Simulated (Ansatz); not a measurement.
**AlNH3 (quartet): from Hartree-Fock to the top rungs at distance Al1–H4 along a hydrogen transfer = 1.817 Å, cc-pVDZ**

How much of the correlation energy of AlNH3 (quartet) does each wave-function method recover here?

Program: Ansatz 0.2.0, Gaussian basis. Level of theory: cc-pVDZ, core rule «outside noble gas», up to 6 orbitals frozen. These are calculated values, not measurements.

Plan: UHF; CCSD(T) on ROHF; CCSD(T) on UHF; BCCD(T) on ROHF; CISD; CCSDT(Q) on ROHF; CCSDT(Q) on UHF; CASSCF and MRCISD+Q, 5 electrons in 5 orbitals; CASSCF and NEVPT2, 5 electrons in 5 orbitals.

20 further runs of the same task are left out: 9 for a known fault of the program, 11 that didn't finish.

## Step 1: The system

The geometry derives from fragments relaxed apart (PBE0/def2-TZVP) and kept rigid, so it is no stationary point. A hydrogen atom is moved between rigid fragments.

5 atoms, charge 0, spin multiplicity 4.

Atoms are counted from 1 here; the program's logs count them from 0.

Bond lengths: Al1–H2 1.586 Å, Al1–H3 1.586 Å, Al1–H4 1.817 Å, H4–N5 1.214 Å. Angles: H2–Al1–H3 120.0°, H2–Al1–H4 120.0°, H3–Al1–H4 120.0°, Al1–H4–N5 180.0°.

Geometry (Å):

| atom | x (Å) | y (Å) | z (Å) |
| --- | --- | --- | --- |
| Al1 | -0.9699 | 0.0000 | 0.0000 |
| H2 | -1.7628 | 1.3734 | 0.0000 |
| H3 | -1.7628 | -1.3734 | 0.0000 |
| H4 | 0.8471 | 0.0000 | 0.0000 |
| N5 | 2.0611 | 0.0000 | 0.0000 |

## Step 2: UHF

in.yaml

```yaml
crystal:
  periodic: [false, false, false]
  atoms:
    - {symbol: Al, position_ang: [-0.969900, 0.000000, 0.000000]}
    - {symbol: H, position_ang: [-1.762824, 1.373384, 0.000000]}
    - {symbol: H, position_ang: [-1.762824, -1.373384, 0.000000]}
    - {symbol: H, position_ang: [0.847100, 0.000000, 0.000000]}
    - {symbol: N, position_ang: [2.061100, 0.000000, 0.000000]}
basis:
  gaussian: {orbitals: cc-pVDZ}
magnetization: {spin_polarized: true, initial_magnetization: 3}
hamiltonian: {xc: hf}
output: {orbitals: {seedname: orbitals}}
```

Run with:

```sh
ansatz run in.yaml --threads 1 --pin off --events-out ev --progress --plain --max-ram 2393MiB
```

Further steps of the session: CCSD(T) on ROHF; CCSD(T) on UHF; BCCD(T) on ROHF; CISD; CCSDT(Q) on ROHF; CCSDT(Q) on UHF; CASSCF and MRCISD+Q, 5 electrons in 5 orbitals; CASSCF and NEVPT2, 5 electrons in 5 orbitals.

Before running them: what should the planned runs give, taken together? Wanted: UCCSDT(Q) below the RHF energy; RMP2 from UCCSDT(Q); UMP2 from UCCSDT(Q); RCCSD from UCCSDT(Q); RCCSD(T) from UCCSDT(Q); UCCSD(T) from UCCSDT(Q); RCCSDT(Q) from UCCSDT(Q); NEVPT2 pair from UCCSDT(Q); MRCISD+Q pair from UCCSDT(Q).

The runs gave:

```
                         quantity                                                                  value
   UCCSDT(Q) below the RHF energy                                                             -6.1845 eV
              RMP2 from UCCSDT(Q)                                                            +1198.3 meV
              UMP2 from UCCSDT(Q)                                                            +1258.2 meV
             RCCSD from UCCSDT(Q)                                                             +139.2 meV
          RCCSD(T) from UCCSDT(Q)                                                              +32.8 meV
          UCCSD(T) from UCCSDT(Q)                                                              +31.6 meV
         RCCSDT(Q) from UCCSDT(Q)                                                               +1.6 meV
       NEVPT2 pair from UCCSDT(Q)                                                            +1169.4 meV
     MRCISD+Q pair from UCCSDT(Q)                                                              +23.1 meV
levels within 1 kcal/mol (43 meV)  RCCSD(T), UCCSD(T), BCCD(T), RCCSDT, UCCSDT, RCCSDT(Q), MRCISD+Q pair
                    T1 diagnostic                                                                  0.024
```

In words: RCCSD(T) misses by +32.8 meV, 0.5 % of the correlation energy. Of the multireference levels listed MRCISD+Q pair comes nearest in total energy (+23.1 meV), which doesn't show that its space is the better one. These misses are within one basis, not against nature; the frozen cores of restricted and unrestricted runs differ, which can shift their rows.
